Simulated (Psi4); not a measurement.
C3H10N, charge +2, doublet, at a GFN2-xTB geometry of the parent state (a state made from the parent by changing its charge; the spin is typed, not shown lowest); MP2/STO-3G (Psi4).

Psi4 was given this input:
```
memory 2 GB

molecule mol {
2 2
  N    -0.001457   -0.000790    0.349071
  C    -0.006831    1.403606   -0.098896
  C     1.219405   -0.695183   -0.098525
  C    -1.211296   -0.707730   -0.108702
  H    -0.002470    1.441351   -1.187098
  H     0.873397    1.924963    0.272714
  H    -0.895476    1.915832    0.265308
  H     1.254596   -0.710204   -1.186717
  H     1.229226   -1.720741    0.265951
  H     2.105741   -0.184277    0.273087
  H    -1.237217   -0.723067   -1.197150
  H    -2.105939   -0.206018    0.255454
  H    -1.213580   -1.733351    0.255724
  H    -0.005745   -0.003113    1.375966
}

set basis sto-3g
set reference uhf

energy('mp2')
print_variables()
```

Task: Predict the main parts of the log of this Psi4 run.

Result: 
```
    SCF Algorithm Type (re)set to DF.

   => Loading Basis Set <=

    Name: STO-3G
    Role: ORBITAL
    Keyword: BASIS

         ---------------------------------------------------------
                                   SCF
               by Justin Turney, Rob Parrish, Andy Simmonett
                          and Daniel G. A. Smith
                              UHF Reference
         ---------------------------------------------------------

  ==> Geometry <==

    Molecular point group: c1
    Full point group: C1

    Geometry (in Angstrom), charge = 2, multiplicity = 2:

       Center              X                  Y                   Z               Mass
    ------------   -----------------  -----------------  -----------------  -----------------
         N           -0.001415162407    -0.000767352879     0.339033236549    14.003074004430
         C           -0.006789162407     1.403628647121    -0.108933763451    12.000000000000
         C            1.219446837593    -0.695160352879    -0.108562763451    12.000000000000
         C           -1.211254162407    -0.707707352879    -0.118739763451    12.000000000000
         H           -0.002428162407     1.441373647121    -1.197135763451     1.007825032230
         H            0.873438837593     1.924985647121     0.262676236549     1.007825032230
         H           -0.895434162407     1.915854647121     0.255270236549     1.007825032230
         H            1.254637837593    -0.710181352879    -1.196754763451     1.007825032230
         H            1.229267837593    -1.720718352879     0.255913236549     1.007825032230
         H            2.105782837593    -0.184254352879     0.263049236549     1.007825032230
         H           -1.237175162407    -0.723044352879    -1.207187763451     1.007825032230
         H           -2.105897162407    -0.205995352879     0.245416236549     1.007825032230
         H           -1.213538162407    -1.733328352879     0.245686236549     1.007825032230
         H           -0.005703162407    -0.003090352879     1.365928236549     1.007825032230

  Running in c1 symmetry.

  Rotational constants: A =      0.27729  B =      0.27729  C =      0.16177 [cm^-1]
  Rotational constants: A =   8312.95389  B =   8312.95114  C =   4849.78548 [MHz]
  Nuclear repulsion =  147.898764871176951

  Charge       = 2
  Multiplicity = 2
  Electrons    = 33
  Nalpha       = 17
  Nbeta        = 16

  ==> Algorithm <==

  SCF Algorithm Type is DF.
  DIIS enabled.
[...]
  @DF-UHF Final Energy:  -170.91414774512640
    Total Energy =                       -170.9141477451263995
[...]
 Magnitude           :                                                    0.1268749

 ------------------------------------------------------------------------------------

  //>>>>>>>>>>>>>>>>>>>>>>>>>>>>>>>>>>>//
  //               DFMP2               //
  //<<<<<<<<<<<<<<<<<<<<<<<<<<<<<<<<<<<//

   => Loading Basis Set <=

    Name: (STO-3G AUX)
    Role: RIFIT
    Keyword: DF_BASIS_MP2

	 --------------------------------------------------------
	                          DF-MP2
	      2nd-Order Density-Fitted Moller-Plesset Theory

	        Rob Parrish, Justin Turney, Andy Simmonett,
	           Ed Hohenstein, and C. David Sherrill
	 --------------------------------------------------------

	 --------------------------------------------------------
	                 NBF =    30, NAUX =   332
	 --------------------------------------------------------
	   CLASS    FOCC     OCC    AOCC    AVIR     VIR    FVIR
	   ALPHA       0      17      17      13      13       0
	    BETA       0      16      16      14      14       0
	 --------------------------------------------------------

	-----------------------------------------------------------
	 ==================> DF-MP2 Energies <====================
	-----------------------------------------------------------
	 Reference Energy          =    -170.9141477451263995 [Eh]
	 Singles Energy            =      -0.0000000000000000 [Eh]
	 Same-Spin Energy          =      -0.0357184888845470 [Eh]
	 Opposite-Spin Energy      =      -0.1930107907338647 [Eh]
	 Correlation Energy        =      -0.2287292796184117 [Eh]
	 Total Energy              =    -171.1428770247448199 [Eh]
	-----------------------------------------------------------
	 ================> DF-SCS-MP2 Energies <==================
	-----------------------------------------------------------
	 SCS Same-Spin Scale       =       0.3333333333333333 [-]
	 SCS Opposite-Spin Scale   =       1.2000000000000000 [-]
	 SCS Same-Spin Energy      =      -0.0119061629615157 [Eh]
	 SCS Opposite-Spin Energy  =      -0.2316129488806377 [Eh]
	 SCS Correlation Energy    =      -0.2435191118421533 [Eh]
	 SCS Total Energy          =    -171.1576668569685467 [Eh]
	-----------------------------------------------------------

  Variable Map:
  ----------------------------------------------------------------------------
[...]
  Array Variable Map:
  ----------------------------------------------------------------------------
[...]
[...]
```
